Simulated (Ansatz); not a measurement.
A barrier at the coupled-cluster level

Start structure (CH$_{5}$AlS, closed shell), relaxed at PBE0-D4/def2-TZVP:

```tsv
atom	x (Å)	y (Å)	z (Å)
Al1	-0.8837	0.2083	0.2759
C2	1.0425	0.0300	0.4880
S3	-1.8757	-0.3012	-1.6066
H4	-0.7366	-0.6579	-2.2241
H5	-1.8531	0.7208	1.4171
H6	1.5422	-0.3382	-0.4105
H7	1.4892	0.9943	0.7514
H8	1.2754	-0.6562	1.3088
```

The step: CH₅AlS ([CH3][AlH][SH]) → AlHS ([AlH][S]) + CH₄; bonds formed: C2–H4; bonds broken: Al1–C2, S3–H4. Ansatz 0.2.0; basis: def2-TZVPP and def2-QZVPP; cores frozen in the correlated methods. Extrapolation: Hartree–Fock as exp(−7.88 √X), correlation as X^−2.97. Energies below are by CCSD(T) at an estimated basis limit (MP2 extrapolated from triple and quadruple zeta, plus CCSD(T) − MP2 in triple zeta).

(1) What are the electronic barrier and the energy of the step, from the start structure to the end structure? (To be estimated.)

T1 diagnostic: at most 0.019.

Answers

(1) The calculation gives: Barrier 193.3 kJ/mol; step energy 86.2 kJ/mol (uphill); reverse barrier, their difference, 107.1 kJ/mol. Barrier and step energy count from the start structure, the reverse barrier from the end structure.

The saddle point: One imaginary mode of 1328i cm⁻¹.
```tsv
pair	start (Å)	saddle (Å)	end (Å)
C2–H4	3.32	1.41	1.09
Al1–C2	1.95	2.11	3.15
S3–H4	1.34	1.79	3.24
```

Zero-point energy (harmonic, PBE0-D4): ZPE is 135.7 kJ/mol at the start and 130.9 kJ/mol at the saddle, so the barrier goes from 193.3 to 188.5 kJ/mol.

Labels in which every atom is bracketed show which atoms are joined, not bond orders.

For scale, one of the runs: CCSD(T)/def2-TZVPP, 185 basis functions, launched by `ansatz run in.yaml --threads 2 --pin off --events-out ev --progress --plain --max-ram 4352MiB`. Time: 36 s of wall clock on 2 CPU threads of an Arm Neoverse V2; the host was shared. Peak host memory: 1.7 GiB.
